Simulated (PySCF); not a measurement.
The dipole of `S=BCl` (chlorothioborine) from its density and from atomic charges.

Coordinates (PBE0-D3(BJ)/def2-SVP, Å) and charges (e) from the PBE0/pcSseg-1 density (PySCF):

| atom | x | y | z | Mulliken | IAO | Hirshfeld | ESP-fitted |
| --- | --- | --- | --- | --- | --- | --- | --- |
| S1 | -1.629 | 0.167 | -0.013 | -0.2113 | -0.0273 | -0.1549 | -0.1361 |
| B2 | -0.017 | 0.103 | -0.008 | +0.3212 | -0.0374 | +0.1240 | +0.0593 |
| Cl3 | 1.669 | 0.035 | -0.004 | -0.1099 | +0.0647 | +0.0309 | +0.0767 |

Task: Form Σ q r in debye for every column and set it beside the full dipole.

Result: The full density gives (1.64, -0.07, 0.00) D, 1.64 D in size; dipole vectors point from the negative to the positive end.

```json
{"scheme": "Mulliken", "μx": "0.75", "μy": "-0.03", "μz": "0.00", "size (D)": "0.75", "share of the full size (%)": "45", "angle to the full dipole (°)": "0"}
{"scheme": "IAO", "μx": "0.74", "μy": "-0.03", "μz": "0.00", "size (D)": "0.74", "share of the full size (%)": "45", "angle to the full dipole (°)": "0"}
{"scheme": "Hirshfeld", "μx": "1.45", "μy": "-0.06", "μz": "0.00", "size (D)": "1.45", "share of the full size (%)": "88", "angle to the full dipole (°)": "0"}
{"scheme": "ESP-fitted", "μx": "1.67", "μy": "-0.07", "μz": "0.00", "size (D)": "1.68", "share of the full size (%)": "102", "angle to the full dipole (°)": "0"}
```

Task: Which set comes closest?

Result: Length of the difference vector: ESP-fitted 0.03 D, Hirshfeld 0.19 D, Mulliken 0.90 D, IAO 0.91 D. Closest: ESP-fitted. ESP charges are fitted to the potential around the molecule, whose slowest-falling term is the dipole's. The schemes that divide the density aren't constrained to reproduce the dipole.

Task: What is left for the Hirshfeld atoms' own dipoles?

Result: The shares of the density sum to the whole, so what Σ q r misses lies in dipoles about the nuclei. The atomic dipoles sum to (1.64, -0.07, 0.00) − (1.45, -0.06, 0.00) = (0.19, -0.01, 0.00) D, 0.19 D in size.

Task: Give the size of the full dipole in other units.

Result: 1.64 D = 0.647 au = 0.342 e·Å = 5.48 × 10⁻³⁰ C·m.

Geometry: PBE0-D3(BJ)/def2-SVP; no solvent, vibrations or thermal averaging.
